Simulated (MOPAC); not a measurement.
MOPAC input (PM6):

```
PM6 1SCF UHF MS=0.5 GEO-OK AUX(PRECISION=9) THREADS=1
CH3S

C    -0.01391223 1    1.10555582 1    0.01242075 1
S     0.00131840 1   -0.69162862 1   -0.00793970 1
H     1.03361851 1    1.42417014 1    0.04011488 1
H    -0.50619286 1    1.49393861 1    0.90330915 1
H    -0.46504668 1    1.51461421 1   -0.89091335 1
```

Output:

```
 *******************************************************************************
 **                                                                           **
 **                              MOPAC v23.2.5                                **
 **                                                                           **
 *******************************************************************************
 ** MOPAC's Digital Object Identifier: https://doi.org/10.5281/zenodo.6511958 **
 **                                                                           **
 ** Please cite the open-source release paper for use of this MOPAC version:  **
 ** J. E. Moussa and J. J. P. Stewart (2026)                                  **
 ** MOPAC: An open-source semiempirical molecular orbital program             **
 ** J. Open Source Softw., 11(119), 8025, https://doi.org/10.21105/joss.08025 **
 *******************************************************************************

                              PM6 CALCULATION RESULTS

 *******************************************************************************
 *  PM6        - The PM6 Hamiltonian to be used
 *  GEO-OK     - OVERRIDE INTERATOMIC DISTANCE AND OTHER SAFETY CHECKS
 *  UHF        - UNRESTRICTED HARTREE-FOCK CALCULATION
 *  MS=        - IN MECI, MAGNETIC COMPONENT OF SPIN =  0.5
 *  1SCF       - DO 1 SCF AND THEN STOP
 *  AUX        - OUTPUT AUXILIARY INFORMATION
 *******************************************************************************
PM6 1SCF UHF MS=0.5 GEO-OK AUX(PRECISION=9) THREADS=1
 CH3S

   ATOM   CHEMICAL          X               Y               Z
  NUMBER   SYMBOL      (ANGSTROMS)     (ANGSTROMS)     (ANGSTROMS)

     1       C         -0.01391223  *   1.10555582  *   0.01242075  *
     2       S          0.00131840  *  -0.69162862  *  -0.00793970  *
     3       H          1.03361851  *   1.42417014  *   0.04011488  *
     4       H         -0.50619286  *   1.49393861  *   0.90330915  *
     5       H         -0.46504668  *   1.51461421  *  -0.89091335  *

          CARTESIAN COORDINATES

    NO.       ATOM           X           Y           Z

     1         C         -0.0139      1.1056      0.0124
     2         S          0.0013     -0.6916     -0.0079
     3         H          1.0336      1.4242      0.0401
     4         H         -0.5062      1.4939      0.9033
     5         H         -0.4650      1.5146     -0.8909

 General Reference for PM6:
 "Optimization of Parameters for Semiempirical Methods V: Modification of NDDO Approximations
 and Application to 70 Elements", J. J. P. Stewart, J. Mol. Mod., 13, 1173-1213 (2007)
 URL: https://link.springer.com/article/10.1007/s00894-007-0233-4

           Empirical Formula: C H3 S  =     5 atoms

      MOLECULAR POINT GROUP   :   Cs

          UHF CALCULATION, NO. OF ALPHA ELECTRONS =    7
                           NO. OF BETA  ELECTRONS =    6

 -------------------------------------------------------------------------------
 PM6 1SCF UHF MS=0.5 GEO-OK AUX(PRECISION=9) THREADS=1
 CH3S

     1SCF WAS SPECIFIED, SO BFGS WAS NOT USED
     SCF FIELD WAS ACHIEVED

                              PM6 CALCULATION
                                                       MOPAC v23.2.5 Linux

          FINAL HEAT OF FORMATION =         27.21106 KCAL/MOL =     113.85106 KJ/MOL

          COSMO AREA              =         80.83 SQUARE ANGSTROMS
          COSMO VOLUME            =         63.84 CUBIC ANGSTROMS

          IONIZATION POTENTIAL    =          8.879505 EV
          ALPHA SOMO LUMO (EV)    =         -9.318 -0.030
          BETA  SOMO LUMO (EV)    =         -8.880 -2.072
          NO. OF ALPHA ELECTRONS  =          7
          NO. OF BETA  ELECTRONS  =          6
          MOLECULAR WEIGHT        =         47.0947         POINT GROUP:  Cs

          MOLECULAR DIMENSIONS (Angstroms)

            Atom       Atom       Distance
            H     5    S     2     2.42170
            H     4    H     3     1.76605
            H     5    H     3     1.38411

          SCF CALCULATIONS        =          1

   ATOM   CHEMICAL          X               Y               Z
  NUMBER   SYMBOL      (ANGSTROMS)     (ANGSTROMS)     (ANGSTROMS)

     1       C         -0.01391223  *   1.10555582  *   0.01242075  *
     2       S          0.00131840  *  -0.69162862  *  -0.00793970  *
     3       H          1.03361851  *   1.42417014  *   0.04011488  *
     4       H         -0.50619286  *   1.49393861  *   0.90330915  *
     5       H         -0.46504668  *   1.51461421  *  -0.89091335  *

                             CARTESIAN COORDINATES

   1    C       -0.013912230     1.105555820     0.012420750
   2    S        0.001318400    -0.691628620    -0.007939700
   3    H        1.033618510     1.424170140     0.040114880
   4    H       -0.506192860     1.493938610     0.903309150
   5    H       -0.465046680     1.514614210    -0.890913350

           Empirical Formula: C H3 S  =     5 atoms

      MOLECULAR POINT GROUP   :   Cs

          ALPHA EIGENVALUES
 -29.86913 -23.35880 -14.89598 -14.87329 -12.68123 -10.07140  -9.31771  -0.02976
   1.49181   1.59946   1.61005   1.69785   2.34673   5.00170   5.22341   5.94846

           BETA EIGENVALUES
 -27.36668 -21.34648 -14.86554 -14.59851 -12.21028  -8.87950  -2.07154   0.18958
   1.65191   1.66666   1.71163   1.71367   2.43544   5.04330   5.23467   5.96383

              NET ATOMIC CHARGES AND DIPOLE CONTRIBUTIONS

  ATOM NO.   TYPE          CHARGE      No. of ELECS.   s-Pop       p-Pop       d-Pop
    1          C          -0.504326        4.5043     1.09943     3.40489
    2          S          -0.050443        6.0504     1.96529     3.99537     0.08978
    3          H           0.188848        0.8112     0.81115
    4          H           0.182961        0.8170     0.81704
    5          H           0.182961        0.8170     0.81704
 DIPOLE           X         Y         Z       TOTAL
 POINT-CHG.     0.117     1.425     0.019     1.430
 HYBRID        -0.008     0.315     0.003     0.315
 SUM            0.109     1.740     0.023     1.744

          ATOMIC ORBITAL ELECTRON POPULATIONS

     Atom    s        px        py        pz      x^2-y^2     xz        z^2       yz        xy
    1  C   1.09943   1.18748   1.02162   1.19579
    2  S   1.96529   1.03484   0.97120   1.98933   0.04922   0.00012   0.01608   0.01463   0.00974
    3  H   0.81115
    4  H   0.81704
    5  H   0.81704

                    (SZ)    =    0.500000
                    (S**2)  =    0.752173

          ATOMIC ORBITAL SPIN POPULATIONS

    Atom   Total    s     px     py     pz   x^2-y^2  xz     z^2    yz     xy
         Atomic
    1  C -0.0193 -0.003  0.009 -0.023 -0.002
    2  S  0.9853  0.008  0.959  0.020  0.002 -0.002 -0.000 -0.002 -0.002  0.002
    3  H  0.0231  0.023
    4  H  0.0055  0.006
    5  H  0.0055  0.006

 **********************
 *                    *
 * JOB ENDED NORMALLY *
 *                    *
 **********************

 == MOPAC DONE ==
```

The geometry given is a B3LYP-D3(BJ)/def2-TZVP minimum.
